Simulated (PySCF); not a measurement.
Structure from 2D NMR

Compound of formula C4H7F. Correlations simulated from computed shifts and couplings:

HSQC (one-bond C–H):
| δH | δC | ¹J(C,H) (Hz) |
| --- | --- | --- |
| 6.14 | 154.9 | 161 |
| 5.82 | 124.5 | 170 |
| 5.43 | 124.5 | 169 |
| 5.05 | 93.8 | 153 |
| 1.31 | 24.3 | 135 |

COSY cross peaks (|J| ≥ 2 Hz):
| δH | δH | abs. J (Hz) | bonds |
| --- | --- | --- | --- |
| 6.14 | 5.82 | 18.3 | 3 |
| 6.14 | 5.43 | 12.1 | 3 |
| 6.14 | 5.05 | 2.5 | 3 |
| 5.82 | 5.43 | 2.4 | 2 |
| 5.82 | 5.05 | 3.2 | 4 |
| 5.43 | 5.05 | 3.1 | 4 |
| 5.05 | 1.31 | 7.4 | 3 |

HMBC (two and three bonds, |J| ≥ 2.5 Hz):
| δH | δC [abs. J in Hz] |
| --- | --- |
| 6.14 | 93.8 [13.3] |
| 5.82 | 154.9 [3.0], 93.8 [6.9] |
| 5.43 | 93.8 [10.1] |
| 5.05 | 154.9 [4.0], 124.5 [4.8], 24.3 [2.9] |
| 1.31 | 154.9 [4.5], 93.8 [3.4] |

PySCF 2.14 calculation with structure optimised with PBE0-D3(BJ)/def2-SVP, B3LYP/pcJ-1 coupling constants (spin–dipole term only in couplings to heteroatoms) and NMR shieldings at CAM-B3LYP/pcSseg-2/GIAO; a single conformation, no solvent model, rapidly exchanging positions averaged, no relativistic terms.

Referencing at the same level of theory: ¹H (31.34 ppm), ¹³C (182.55 ppm) against TMS.

Exchangeable hydrogens are left out of these lists, and C,H couplings along chains are those of one rotamer, so weak HMBC peaks may be missing or extra.

**Question.** Which molecule is this?

**Answer.** CH2=CHCHFCH3.

Mapped SMILES: `[CH2:1]=[CH:2][C@H:3]([CH3:4])[F:5]`. Each H is labelled by its parent atom. Ha(C1) is cis to C3; Hb(C1) is trans to C3.

- δC 154.9 is C2, an alkene CH (δH 6.14).
- δC 124.5 is C1, a terminal =CH2 carbon (δH 5.82, 5.43).
- δC 93.8 is C3, an allylic sp3 CH bonded to F (δH 5.05).
- δC 24.3 is C4, a methyl carbon (δH 1.31).
- COSY links 6.14–5.82, 6.14–5.43, 6.14–5.05, 5.82–5.43, 5.82–5.05, 5.43–5.05.

Common functionals overestimate the size of one-bond C–F couplings by tens of Hz; these are unscaled. Unscaled 3J(H,H) at this level run about 10 % above measured values. Shifts are as computed, not scaled to solution data. Of 1211 compounds with measured shifts, 218 miss one by over three times the rms of a fit or turn the order of signals round; such compounds aren't used in these exercises. Couplings across =CH–CH2 type bonds come from one rotamer and its mirror image, and can be 1–2 Hz further off. 3J across rotatable bonds or in flexible rings reflects this conformer alone.
